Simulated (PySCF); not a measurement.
PySCF input (BP86/def2-SVP):

```python
from pyscf import gto, dft

mol = gto.M(
    atom='''
    C    -0.00000000   -0.00000000   -0.63014053
    N     0.00000000    0.00000000    0.54012046
    ''',
    basis='def2-svp',
    charge=-1,
    spin=0,
    verbose=4,
)

mf = dft.RKS(mol, xc='bp86')
mf.grids.level = 3
mf.conv_tol = 1e-9
mf.max_cycle = 100
mf.max_memory = 1500
mf.kernel()
if not mf.converged:
    mf = mf.newton()
    mf.kernel(mf.make_rdm1())
mf.dip_moment()
```

From the last part of the output:

```
[INPUT] symmetry False subgroup None
[INPUT] Mole.unit = angstrom
[INPUT] Symbol           X                Y                Z      unit          X                Y                Z       unit  Magmom
[INPUT]  1 C      0.000000000000   0.000000000000  -0.630140530000 AA    0.000000000000   0.000000000000  -1.190793021688 Bohr   0.0
[INPUT]  2 N      0.000000000000   0.000000000000   0.540120460000 AA    0.000000000000   0.000000000000   1.020679743674 Bohr   0.0

nuclear repulsion = 18.9918685221149
number of shells = 12
number of NR pGTOs = 48
number of NR cGTOs = 28
basis = def2-svp
ecp = {}

******** <class 'pyscf.dft.rks.RKS'> ********
method = RKS
initial guess = minao
damping factor = 0
level_shift factor = 0
DIIS = <class 'pyscf.scf.diis.CDIIS'>
diis_start_cycle = 1
diis_space = 8
diis_damp = 0
SCF conv_tol = 1e-09
SCF conv_tol_grad = None
SCF max_cycles = 100
direct_scf = True
direct_scf_tol = 1e-13
XC library pyscf.dft.libxc version 7.1.2
    S. Lehtola, C. Steigemann, M. J. T. Oliveira, and M. A. L. Marques,  SoftwareX 7, 1–5 (2018)
XC functionals = bp86
    A. D. Becke,  Phys. Rev. A 38, 3098 (1988)
    J. P. Perdew,  Phys. Rev. B 33, 8822 (1986)
    J. P. Perdew,  Phys. Rev. B 34, 7406–7406 (1986)
radial grids:
    Treutler-Ahlrichs [JCP 102, 346 (1995); DOI:10.1063/1.469408] (M4) radial grids

becke partition: Becke, JCP 88, 2547 (1988); DOI:10.1063/1.454033
pruning grids: <function nwchem_prune>
grids dens level: 3
symmetrized grids: False
atomic radii adjust function: <function treutler_atomic_radii_adjust>
small_rho_cutoff = 0
Set gradient conv threshold to 3.16228e-05
Initial guess from minao.
tot grids = 28024
init E= -92.7781445698745
  HOMO = -0.31193469336888  LUMO = -0.0402823088540226  gap/eV = 7.39204
cycle= 1 E= -92.7062130062674  delta_E= 0.0719  |g|= 0.439  |ddm|= 1.78
  HOMO = 0.1382472997065  LUMO = 0.385983240315677  gap/eV = 6.74124
cycle= 2 E= -92.6184685550076  delta_E= 0.0877  |g|= 0.757  |ddm|= 1.07
  HOMO = 0.0798616965249477  LUMO = 0.324396169681994  gap/eV = 6.65412
cycle= 3 E= -92.7326539872359  delta_E= -0.114  |g|= 0.34  |ddm|= 0.718
  HOMO = 0.0476299216978835  LUMO = 0.304567237515415  gap/eV = 6.99162
cycle= 4 E= -92.7619582393119  delta_E= -0.0293  |g|= 0.00824  |ddm|= 0.311
  HOMO = 0.0465089053430159  LUMO = 0.304163006046265  gap/eV = 7.01113
cycle= 5 E= -92.7619749394852  delta_E= -1.67e-05  |g|= 0.00327  |ddm|= 0.0207
  HOMO = 0.0469171628088669  LUMO = 0.304321912558409  gap/eV = 7.00434
cycle= 6 E= -92.7619778797948  delta_E= -2.94e-06  |g|= 0.000335  |ddm|= 0.00652
  HOMO = 0.0469057926810783  LUMO = 0.304300351227247  gap/eV = 7.00406
cycle= 7 E= -92.7619779095511  delta_E= -2.98e-08  |g|= 3e-05  |ddm|= 0.000365
  HOMO = 0.0469064987447148  LUMO = 0.304302201003429  gap/eV = 7.00409
cycle= 8 E= -92.7619779098074  delta_E= -2.56e-10  |g|= 8.92e-07  |ddm|= 3.23e-05
  HOMO = 0.0469064692532459  LUMO = 0.304302224138336  gap/eV = 7.00410
Extra cycle  E= -92.7619779098055  delta_E= 1.93e-12  |g|= 3.03e-06  |ddm|= 2.48e-06
converged SCF energy = -92.7619779098055

WARN: System has nonzero charge -1; the dipole moment is origin-dependent.
Location of origin: [0. 0. 0.]

Dipole moment(X, Y, Z, Debye): -0.00000, -0.00000,  0.96840
```

The dipole moment of an ion depends on the origin.
